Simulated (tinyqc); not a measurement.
Born-Oppenheimer dynamics on the UHF/sto-3g surface (energies and gradients from PySCF), for BH2, spin multiplicity 2, step by step. Computed by tinyqc, a small Python program that keeps every step (integrals from PySCF). Settings: charge = 0, multiplicity = 2, basis = sto-3g, time step (fs) = 0.5, steps = 24. Command: `OMP_NUM_THREADS=1 python tinyqc.py 26345 26346 out.jsonl` (the two numbers bound the seeds that draw the settings). One thread of a shared host (Intel(R) Xeon(R) Processor @ 2.60GHz), about 2 s of CPU time with the checks.

positions (bohr):
```
           x         y         z
1B   0.02268   0.02079  -0.02268
2H  -0.02268   1.95965   0.69164
3H   0.01701  -1.95020   0.68975
```

The total energy should stay constant up to terms of order dt^2; the step counts as short enough if it moves by less than 2 % of the largest kinetic energy.

Trajectory:
```
time (fs)  1B-2H (angstrom)  potential (hartree)  kinetic (hartree)  total (hartree)
0.00000             1.09368          -25.4010824          0.0000250      -25.4010573
0.50000             1.09562          -25.4014371          0.0003720      -25.4010651
1.00000             1.10381          -25.4026665          0.0015731      -25.4010934
1.50000             1.11733          -25.4043307          0.0032023      -25.4011284
2.00000             1.13475          -25.4058799          0.0047249      -25.4011550
2.50000             1.15436          -25.4068838          0.0057188      -25.4011650
3.00000             1.17437          -25.4071663          0.0060080      -25.4011583
3.50000             1.19311          -25.4068140          0.0056737      -25.4011403
4.00000             1.20917          -25.4060975          0.0049793      -25.4011182
4.50000             1.22141          -25.4053605          0.0042622      -25.4010983
5.00000             1.22905          -25.4049171          0.0038319      -25.4010852
5.50000             1.23161          -25.4049771          0.0038957      -25.4010814
6.00000             1.22899          -25.4056026          0.0045148      -25.4010877
6.50000             1.22138          -25.4066934          0.0055901      -25.4011033
7.00000             1.20935          -25.4080031          0.0068777      -25.4011254
7.50000             1.19376          -25.4091847          0.0080356      -25.4011492
8.00000             1.17582          -25.4098698          0.0087018      -25.4011680
8.50000             1.15700          -25.4097740          0.0085993      -25.4011747
9.00000             1.13895          -25.4088087          0.0076446      -25.4011641
9.50000             1.12339          -25.4071542          0.0060171      -25.4011371
10.00000            1.11192          -25.4052409          0.0041384      -25.4011025
10.50000            1.10576          -25.4036100          0.0025354      -25.4010746
11.00000            1.10560          -25.4026944          0.0016286      -25.4010658
11.50000            1.11142          -25.4026327          0.0015539      -25.4010787
12.00000            1.12253          -25.4032275          0.0021225      -25.4011050
```

Is the time step short enough?

Yes. The total energy moves within 1.2e-04 hartree, under 2 % of the largest kinetic energy.
